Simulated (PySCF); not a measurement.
Energies from PySCF, thermal terms from the rigid-rotor harmonic-oscillator model, ideal gas at 1 bar. Table values come from the NASA 1993 polynomials. Open shells (unrestricted): C3H7 (i-propyl) (multiplicity 2). The harmonic model lacks anharmonicity and excited electronic states, which grow with temperature; levels with a mode under 35 cm⁻¹ are left out. Internal rotation in C3H7 (i-propyl) is treated as a harmonic vibration of one conformer, which makes the entropy rough. The table's entry may be an old estimate for C3H7 (i-propyl) (not checked at source).

Harmonic frequencies at PBE0/def2-TZVP (cm⁻¹): 110, 118, 352, 393, 902, 934, 940, 1023, 1164, 1179, 1362, 1402, 1411, 1459, 1469, 1470, 1482, 2968, 2972, 3045, 3046, 3118, 3119, 3192. Point group Cs; S°(298 K) = 293.9 J/mol/K at this level.

**Question.** Work out Cp and S° of gaseous C3H7 (i-propyl) at 500, 800, 1200, 1600, 2000 K from these, and set them beside the table.

**Answer.** 
```tsv
T (K)	Cp PBE0/def2-TZVP	Cp table	S° PBE0/def2-TZVP	S° table
500	107.5	99.7	340.2	331.6
800	145.2	138.3	399.6	387.6
1200	176.9	169.1	465.0	450.1
1600	195.6	187.9	518.7	501.5
2000	206.8	200.0	563.6	544.9
```
Units J/mol/K.
